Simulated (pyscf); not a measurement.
Optimised with ωB97X-D3(BJ)/def2-SVP in PySCF.

Task: `[CH3][In]([CH3])[Cl]` + `[H][H]` → `[CH4]` + `[CH3][InH][Cl]`
Surface: singlet. Broken: C–In, H–H. Formed: C–H, H–In. Give ΔE‡ and ΔE from M06-2X/def2-TZVP, relative to the separated reactants.

Result: ΔE‡ = 41.8 kcal/mol, ΔE = -7.9 kcal/mol. ωB97M-D3(BJ)/def2-TZVP gives 41.9 kcal/mol and -10.7 kcal/mol. Zero-point energy shifts the barrier by +1.9 kcal/mol. It is a four-centre exchange, with an imaginary mode of 1732i cm⁻¹. On the product side the descent ends in a complex (not fully relaxed), 4.2 kcal/mol under the separated species and 54.5 kcal/mol under the saddle at ωB97X-D3(BJ)/def2-TZVP. At the saddle there is also a short H–In contact that neither side keeps. The same reactants have a lower exit, to H₃C–InH–CH₃ + HCl (barrier +30.5 kcal/mol at ωB97M-D3(BJ)/def2-TZVP, against +41.9 kcal/mol here). One saddle was located; it need not be the lowest between these sides. Elements past Kr carry the def2 core potentials, without spin-orbit coupling.
